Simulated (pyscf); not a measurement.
**Insertion: F–Sn:–F [singlet] + hydrogen fluoride (HF) → F–SnH(F)–F**

Gas phase, singlet surface, charge 0. Bonds broken: F4–H5. Bonds formed: Sn2–F4, Sn2–H5. Single points on ωB97X-D3(BJ)/def2-SVP structures (PySCF, gas phase). Correlated levels are frozen-core, on RHF or UHF. ΔMP2 is the change of the MP2 total energy from the triple- to the quadruple-zeta basis.

Transition state (Å):

```xyz
5

F      0.9479     2.0780    -0.3177
Sn     0.8370     0.1641    -0.4201
F      0.8431    -0.2582     1.4526
F     -1.0265    -0.3350    -1.1835
H      0.2613    -0.8156    -1.7423
```

One imaginary mode, 1318i cm⁻¹; descent along it reached the two sides named, in the forms told below.

```
bond    change  reactant side (Å)  saddle  product side
------  ------  -----------------  ------  ------------
F4–H5   breaks              0.929   1.484           3.0
Sn2–F4   forms              2.576   2.075         1.914
Sn2–H5   forms                3.1   1.743         1.684
```

Electronic energies relative to the separated reactants (kJ/mol):

```
level                             barrier  reaction energy  reverse barrier
--------------------------------  -------  ---------------  ---------------
ωB97X-D3(BJ)/def2-TZVP              188.1             -8.7            196.8
PBE/def2-TZVP                       159.8            +19.5            140.3
r²SCAN/def2-TZVP                    160.8             -2.9            163.8
B3LYP-D3(BJ)/def2-TZVP              191.3            +22.1            169.2
PBE0-D3(BJ)/def2-TZVP               182.4             +7.4            175.0
M06-2X/def2-TZVP                    191.7            -12.0            203.7
ωB97M-D3(BJ)/def2-TZVP              197.1             +9.6            187.5
HF/def2-TZVP                        262.6             -4.0            266.7
MP2/def2-QZVPP                      204.5            +19.0            185.5
CCSD/def2-TZVPP                     217.4             +9.9            207.5
CCSD(T)/def2-TZVPP                  200.9             +7.5            193.4
CCSD(T)/def2-TZVPP + ΔMP2(QZVPP)    198.7             +9.3            189.4
```

With CCSD(T)/def2-TZVPP + ΔMP2(QZVPP) energies and thermal terms (ideal gas, 1 atm, RRHO with modes under 100 cm⁻¹ raised to 100, one conformer, R ln 2 for rigid chiral ones), in kJ/mol:

```csv
T (K),ΔH‡,ΔG‡,ΔH,ΔG
298,189.1,228.2,+5.9,+48.7
600,189.3,267.8,+7.5,+91.7
900,191.0,306.8,+11.0,+133.0
1200,193.2,345.0,+15.3,+173.1
```

On the reactant side the descent ends in a complex (not fully relaxed), 20.7 kJ/mol under the separated species and 208.8 kJ/mol under the saddle at ωB97X-D3(BJ)/def2-TZVP. The same reactants have a lower exit, to F–Sn:–F [singlet] + HF (highest point, the separated products, at 0.0 kJ/mol at ωB97M-D3(BJ), against +197.1 kJ/mol here). One saddle was located; it need not be the lowest between these sides. The CCSD(T) − MP2 part came from Ansatz, without density fitting, on the same reference. The frozen core leaves the outer d or s,p core shells of the metals and heavy elements correlated in the MP2 and CC values, and def2-TZVPP describes them poorly, which can shift differences by a few kcal/mol. Elements past Kr carry the def2 core potentials, without spin-orbit coupling.
